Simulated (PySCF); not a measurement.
## Functional benchmark on one molecule

Molecule: SMILES CP(C)(=O)O, C2H7O2P.

Bonds (- single, = double, # triple, : aromatic): C1-P2 1.804 Å, P2-C3 1.806 Å, P2=O4 1.489 Å, P2-O5 1.636 Å. C1 carries H6, H7, H8; C3 carries H9, H10, H11; O5 carries H12.

Geometry PBE0-D3(BJ)/def2-SVP throughout; GIAO in PySCF 2.14.0 with density-fitted response routines, gas phase, one conformer, non-relativistic; equivalent atoms averaged; basis pcSseg-2.

Reference values (measured; solution, CH3OH; S. K. Latypov et al., Phys. Chem. Chem. Phys. 2015 (author manuscript)): δ(P2) = 49.4 ppm vs 85 % H3PO4. Computed shifts are taken against H3PO4, calculated as an isolated molecule at each level.

Problem. How do the functionals HF, LDA, PBE, BLYP, BP86, OPBE, KT2, KT3, B97-D, B3LYP, PBE0, mPW1PW91 perform against the reference? Times are CPU seconds on 1 thread of an Arm Neoverse V2, shared host; the GGAs took longer than the global hybrids here, which isn't the general rule, and the cause wasn't traced.

Solution. 
| functional | kind | P2 | abs. error P | core-s |
| --- | --- | --- | --- | --- |
| HF | Hartree–Fock | 44.0 | 5.4 | 17 |
| LDA | LDA | 42.5 | 6.9 | 34 |
| PBE | GGA | 39.4 | 10.0 | 40 |
| BLYP | GGA | 43.5 | 5.9 | 41 |
| BP86 | GGA | 40.7 | 8.7 | 40 |
| OPBE | GGA | 34.8 | 14.6 | 40 |
| KT2 | GGA | 36.8 | 12.6 | 42 |
| KT3 | GGA | 36.7 | 12.7 | 44 |
| B97-D | GGA | 42.0 | 7.4 | 42 |
| B3LYP | global hybrid | 43.9 | 5.5 | 32 |
| PBE0 | global hybrid | 40.0 | 9.4 | 32 |
| mPW1PW91 | global hybrid | 40.7 | 8.7 | 32 |

For $^{31}$P the closest is HF (5.4 ppm, with B3LYP practically level) and the furthest OPBE (14.6 ppm). One molecule is a small sample, and vibrational and solvent effects are absent from the calculation.
